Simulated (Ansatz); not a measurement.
CCSD(T) against full CI for several species

Each species is computed at the geometry given (Å), with frozen cores, in Ansatz 0.2.0: RHF-CCSD(T) for singlets, UHF-CCSD(T) otherwise, and full CI in the same basis. The program picks the determinant by trial CCSD, so it needn't be the lowest Hartree–Fock solution. States: Al2H⁺ Σ⁻ or Δ, SiH⁺ Σ⁻ or Δ, GeC Σ⁺ or Δ, GeH⁺ Σ⁺ or Δ. Cases whose determinant has another symmetry than full CI's state, or whose (Q) step broke down, weren't drawn. No relativity is included.

Task: Judging by size, spin and bonding and the diagnostics given, rank them by the size of CCSD(T)'s error in total energy against full CI in the same basis, smallest first (an estimate).
A. Al$_{2}$H⁺, quintet, cc-pVDZ: Al 0.000 0.000 0.259; Al 0.000 0.000 -2.101; H 0.000 0.000 1.842. T1 0.049, (T) -70 meV in a correlation energy of -2.01 eV
B. GeH⁺, singlet, cc-pVQZ: Ge 0.000 0.000 0.000; H 0.000 0.000 1.601. T1 0.011, (T) -40 meV in a correlation energy of -2.43 eV
C. GeC, singlet, cc-pVDZ: Ge 0.000 0.000 0.000; C 0.000 0.000 1.524. T1 0.072, (T) -496 meV in a correlation energy of -6.89 eV
D. SiH⁺, quintet, cc-pVQZ: Si 0.000 0.000 0.000; H 0.000 0.000 1.500. T1 0.010, (T) -11 meV in a correlation energy of -0.72 eV

Result: D (1.0 meV), B (9.5 meV), A (46.8 meV), C (66.0 meV).

```csv
species,basis,correlated electrons,CCSD(T) − full CI (meV),CCSDT(Q) − full CI (meV),unpaired electrons (full CI),T1,⟨S²⟩ of the determinant
"SiH⁺, quintet",cc-pVQZ,4,1.0,-2.7,4.00,0.010,6.00
"GeH⁺, singlet",cc-pVQZ,4,9.5,0.3,0.06,0.011,0.00
"Al2H⁺, quintet",cc-pVDZ,6,46.8,0.0,4.04,0.049,6.01
"GeC, singlet",cc-pVDZ,8,66.0,-15.0,0.52,0.072,0.00
```

Unpaired electrons are Σ n²(2−n)² over natural occupations; an open shell counts its own unpaired electrons too. Frozen cores follow each run's orbitals, which moves totals by a few meV.
